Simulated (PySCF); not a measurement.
Species: 1-piperideine, C5H9N.
SMILES: `C1=NCCCC1`

The closed-shell SCF was solved with PySCF and density fitting under several settings on one GFN2-xTB geometry (grid level 2 and gas phase unless stated).

| settings | basis functions | SCF cycles | E (Eh) | HOMO (eV) | LUMO (eV) | dipole (D) |
| --- | --- | --- | --- | --- | --- | --- |
| PBE0/pcSseg-1 | 147 | 12 | -250.3515 | -6.63 | 0.25 | 2.11 |
| CAM-B3LYP/def2-SVPD | 192 | 12 | -250.3749 | -8.08 | 1.12 | 2.19 |
| PBE0/def2-SVPD | 192 | 12 | -250.2193 | -6.66 | 0.10 | 2.14 |
| PBE0/6-31G, damping 0.2 at the start, DIIS from the seventh cycle, fitting basis def2-universal-jkfit | 72 | 14 | -250.3102 | -6.23 | 0.57 | 2.27 |
| OLYP/6-311+G(2d,p), IEF-PCM chloroform, damping 0.3 at the start, DIIS from the seventh cycle, fitting basis def2-universal-jkfit | 216 | 17 | -250.6543 | -5.22 | -0.82 | 2.65 |
| revPBE/def2-SVP | 129 | 14 | -250.4252 | -4.95 | -0.64 | 1.89 |
| OPBE/def2-TZVP, IEF-PCM tetrahydrofuran, grid level 1, energy threshold 1e-06 Eh | 240 | 8 | -250.6716 | -5.28 | -0.80 | 2.57 |

Q: Estimate the row for these settings: PBE/def2-SVPD.

A: 
```tsv
settings	basis functions	SCF cycles	E (Eh)	HOMO (eV)	LUMO (eV)	dipole (D)
PBE/def2-SVPD	192	14	-250.1835	-5.22	-0.97	2.08
```

Q: Over all rows, what range does the HOMO–LUMO gap span?

A: From 4.25 eV (PBE/def2-SVPD) to 9.20 eV (CAM-B3LYP/def2-SVPD). The functional of the narrowest has no exact exchange, that of the widest range-separated exact exchange.

Q: And the dipole moment?

A: From 1.89 D (revPBE/def2-SVP) to 2.65 D (OLYP/6-311+G(2d,p), IEF-PCM chloroform, damping 0.3 at the start, DIIS from the seventh cycle, fitting basis def2-universal-jkfit); the largest is 1.40 times the smallest, and the median is 2.17 D.

Q: Compare two rows with the functional PBE0: PBE0/6-31G, damping 0.2 at the start, DIIS from the seventh cycle, fitting basis def2-universal-jkfit and PBE0/def2-SVPD. Which energy is lower, and by how much?

A: PBE0/6-31G, damping 0.2 at the start, DIIS from the seventh cycle, fitting basis def2-universal-jkfit (72 functions) lies 0.0909 Eh or 57 kcal/mol below PBE0/def2-SVPD (192 functions). The smaller set gives the lower energy; the two sets aren't nested, so the variational bound doesn't order them by size.

Cycle counts include a coarse-grid stage where the run had one. All basis functions are spherical, in the Pople sets too. The species at its GFN2-xTB geometry (one conformer only).
